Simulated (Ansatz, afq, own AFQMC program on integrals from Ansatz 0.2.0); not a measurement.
**Atomization energy of C2H4Br2Si, singlet**

```xyz
9

C     0.1515    0.7413    1.4336
C    -0.4455   -0.1122    0.5933
Si    0.1778   -0.3655   -1.1321
Br    0.7511   -2.4937   -1.4308
Br   -1.4092    0.1563   -2.6006
H     1.0311    1.3266    1.1416
H    -0.2112    0.8960    2.4558
H    -1.3237   -0.6777    0.9281
H     1.3666    0.4827   -1.4059
```

Atoms in their ground-state spins without spin–orbit coupling (mostly on UHF) minus the molecule (RHF), without zero-point energy. The geometry is a stationary point, not shown to be a minimum.

Basis def2-SVP. Noble-gas cores (and the filled d shells of Ga–Kr and In–Xe) are frozen. AFQMC by an in-house program on the Cholesky factors that Ansatz 0.2.0 writes for its CCSD(T) run. ph-AFQMC/CISD is guided by a CISD state made of CCSD amplitudes; releasing the constraint for a short imaginary time cuts its bias at the price of noise, slowly where states lie close. ± is one standard error of the sampling. No spin–orbit coupling. The errors of all members are added in quadrature.

No full CI on the walks' own integrals is used here. The released AFQMC energy serves as the reference, which it does only where one determinant dominates, the energy is flat over the last release times and near the phaseless one (40 meV or 2 meV an electron, half that with transition metals). On small molecules, where full CI could be run and the noise was under 10 meV, such values lay within 10 meV of it in 19 cases of 20, a flattering rate, since the rule was set on those same cases; what remains of the bias isn't in the error bar. Each member takes its own surest rung, up to full CI.

Errors are counted within def2-SVP, not against nature.

Cautions: inner d shell frozen; no relativity below Rb; no spin-orbit coupling; C₂H₄Br₂Si (singlet): the released value is read at 0.90 1/Eh with a noise of 12 meV, more than in the cases checked (meV from the phaseless value at times in 1/Eh: 0 ± 13 at 0.21, 11 ± 10 at 0.42, 25 ± 12 at 0.63, 3 ± 12 at 0.90).

| level | atomization energy (kcal/mol) |
| --- | --- |
| HF | 582.7 |
| MP2 | 743.4 |

**Question.** From these cheaper values, estimate the atomization energy at the reference level in def2-SVP.

**Answer.** 732.2 ± 0.3 kcal/mol (AFQMC with the constraint released in def2-SVP).

```
        level  atomization energy (kcal/mol)  error against released AFQMC (kcal/mol)
         CCSD                          722.6                               -9.7 ± 0.3
      CCSD(T)                          732.1                               -0.2 ± 0.3
ph-AFQMC/CISD                    732.6 ± 0.2                                0.4 ± 0.4
```

Correlation beyond CCSD(T) changes it by less than twice the noise. The perturbative (T) step is worth +9.5 kcal/mol.

Released energies are given only where the last usable release times agree within the noise; a slower fall can still hide under it.
